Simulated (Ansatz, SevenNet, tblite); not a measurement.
# Rock-salt LiCl, cohesive energy

Reference value: 3.59 eV/atom (measured, static lattice: zero-point vibration energy added; as tabulated in Mejia-Rodriguez and Trickey (2018), arXiv:1807.09216).

| level (code) | value (eV/atom) | cell (Å³/atom) |
|---|---|---|
| GFN2-xTB (tblite) | 3.94 | 16.36 |
| SevenNet-l3i5 (SevenNet) | ___ | 17.16 |
| LDA (Ansatz) | 3.82 | 15.29 |
| PBE (Ansatz) | 3.37 | 17.08 |
| r²SCAN (Ansatz) | 3.51 | 16.70 |

Problem. Some entries are withheld; supply them.

Solution. 
- SevenNet-l3i5 (SevenNet), value (eV/atom): 3.10

Errors against the reference: GFN2-xTB +0.35 eV/atom, SevenNet-l3i5 -0.49 eV/atom, LDA +0.23 eV/atom, PBE -0.22 eV/atom, r²SCAN -0.08 eV/atom.

Leaving aside GFN2-xTB, SevenNet-l3i5, which can be fitted to such values or carry a doubt: Of these levels r²SCAN (-0.08 eV/atom) comes nearest. Farthest off: LDA (+0.23 eV/atom), PBE (-0.22 eV/atom). Within 0.3 eV/atom: LDA, PBE, r²SCAN.

GFN2-xTB: the free atoms are run in the same model without spin. GFN2-xTB: the method was fitted mainly to molecules. GFN2-xTB: the run uses a supercell at the zone centre in place of a k mesh. SevenNet-l3i5: free atoms can lie outside what these potentials were trained on. Each level is taken at its own relaxed cell. Cutoffs differ between the levels. Ansatz's density-functional and Hartree–Fock values are scalar-relativistic unless marked +SOC, with PAW data made under PBE.

Machine-learned potentials (SevenNet-l3i5) are trained on DFT data, which may include these solids.

Differences are worked out from the printed values.

Ansatz is a program for electronic structure.
